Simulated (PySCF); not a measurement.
# SiB⁺ at LC-ωPBE

Level: LC-ωPBE. basis Si STO-3G, B STO-3G; no relativity; PySCF 2.14.

For SiB⁺, the state is ³Π (triplet), unpaired electrons σ ↑, π ↑, the bond length is 1.984 Å and the harmonic wavenumber is 783 cm⁻¹. The force constant is 2.85 mdyn/Å. The rotational constant Be is 0.5420 cm⁻¹. The anharmonicity ωexe is 9.65 cm⁻¹ and the vibration–rotation constant αe is 0.00547 cm⁻¹. The well depth De to Si⁺ + B is 3.57 eV and the dissociation energy D0 is 3.53 eV. The bond order (Mayer) is 1.43. The dipole moment (positive dipole points towards B; it is taken about the centre of mass and depends on that origin) is 1.02 D.

For an ion De counts to the pair picked by the measured ionisation energies or electron affinities, which need not be the lowest pair at this level. STO-3G is very small, so such numbers show the basis as much as the molecule. The state is the lowest determinant that a PBE0 search found; another state may lie lower at other levels.
